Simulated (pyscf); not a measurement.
Thermochemistry of product channels of PH₂• + GeH₄ on the doublet surface, in kJ/mol, from ωB97M-D3(BJ)/def2-TZVP energies (ideal gas, 1 atm, RRHO with modes under 100 cm⁻¹ raised to 100, one conformer, R ln 2 for chiral ones without a mode under 150 cm⁻¹). PySCF, gas phase, ωB97X-D3(BJ)/def2-SVP geometries.

| products | ΔE | ΔH(298 K) | ΔG(600 K) | ΔG(1200 K) |
|---|---|---|---|---|
| •HP–GeH₃ + H₂ | -1.4 | -4.7 | -4.0 | ___ |
| H₂P–GeH₂• + H₂ | -7.8 | -9.5 | -8.6 | ___ |

Problem. Some entries are withheld; supply them.

Solution. 
- •HP–GeH₃ + H₂, ΔG(1200 K): -11.2
- H₂P–GeH₂• + H₂, ΔG(1200 K): -15.4

These are energies of the channels, which say nothing of barriers. Elements up to Kr have no core potential and no relativistic terms here.
